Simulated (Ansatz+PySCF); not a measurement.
Two shapes of singlet C2H(-).

Shape 1:

```xyz
3

H     0.0000    0.0000   -1.5748
C     0.0000    0.0000   -0.4939
C     0.0000    0.0000    0.7564
```

Shape 2:

```xyz
3

H     0.0000    0.0000   -1.7008
C     0.0000    0.0000   -0.5334
C     0.0000    0.0000    0.8169
```

Basis set: def2-SVP (spherical functions). Left uncorrelated: 2 orbitals. Charge -1, multiplicity 1.

Computed with Ansatz (development build ahead of 0.2.0); each method stands on the lowest determinant of its kind that the runs found.

(1) Which shape is lower in energy, and by how much in each method?

Answers

(1)

```json
{"method": "UHF", "E(2) − E(1) (eV)": "0.710"}
{"method": "UHF-MP2", "E(2) − E(1) (eV)": "0.842"}
{"method": "RHF-CCSD", "E(2) − E(1) (eV)": "0.424"}
{"method": "UHF-CCSD", "E(2) − E(1) (eV)": "0.435"}
{"method": "RHF-CCSD(T)", "E(2) − E(1) (eV)": "0.354"}
```

Shape 1 is lower. Caution: no diffuse functions for an anion. Caution for UHF, UHF-MP2, UHF-CCSD: the unrestricted determinant is spin contaminated. Caution for UHF-MP2: another reference gives a lower total.
